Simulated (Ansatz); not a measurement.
Relaxed structures of Si2H4S, closed shell (PBE0-D4/def2-TZVP; forces vanish, vibrations not checked; lower isomers may exist, and structures with a doubtful reference or unclear bonds are left out; Å). Program: Ansatz 0.2.0. Basis: def2-TZVPP. Cores are frozen in the correlated methods.

**Question.** Rank them by CCSD(T) energy, lowest first, and give each one's height above the lowest. Links in brackets join atoms within 1.22 times the sum of their covalent radii (1.1 for two metals). (An estimate is asked for; the value comes from the calculation.)
A.
Si₂H₄S ([Si]1[SiH2][SH2]1)
```
7
angstrom
Si 0.6237 -2.0686 0.0955
Si 0.9616 0.1269 0.6936
S -0.7366 -0.4503 -0.5894
H -1.9524 0.0287 -0.1391
H -0.8250 0.2943 -1.7506
H 0.3501 0.8742 1.8421
H 1.6907 1.1901 -0.0742
```
B.
Si₂H₄S ([SiH]1[SiH2][SH]1)
```
7
angstrom
Si -0.7219 -0.1330 -0.5123
Si 1.1709 0.4628 0.6822
S 0.3004 -1.7763 0.6271
H -2.1313 -0.1647 -0.0404
H -0.6893 -0.5771 -1.9320
H 0.2037 0.6239 1.8518
H 1.0314 -2.2347 -0.4044
```
C.
Si₂H₄S ([SiH2]1[SiH2][S]1)
```
7
angstrom
Si -0.8960 -0.1910 -0.6581
Si 0.8264 0.4141 0.6467
S 0.5100 -1.6390 0.0870
H -2.2761 -0.3268 -0.1359
H -0.8815 0.0024 -2.1271
H 0.6624 0.7059 2.0901
H 2.0548 1.0343 0.0973
```

**Answer.** Computed: C (0.00 kcal/mol), B (29.90 kcal/mol), A (98.67 kcal/mol). Heights count from the lowest.

T1 diagnostic: at most 0.018.

For scale, one of the runs: CCSD(T)/def2-TZVPP, 182 basis functions, launched by `ansatz run in.yaml --threads 2 --pin off --events-out ev --progress --plain --max-ram 4352MiB`. Hardware: 2 CPU threads of an Arm Neoverse V1, shared host. Wall time 31 s; peak host memory 1.5 GiB.
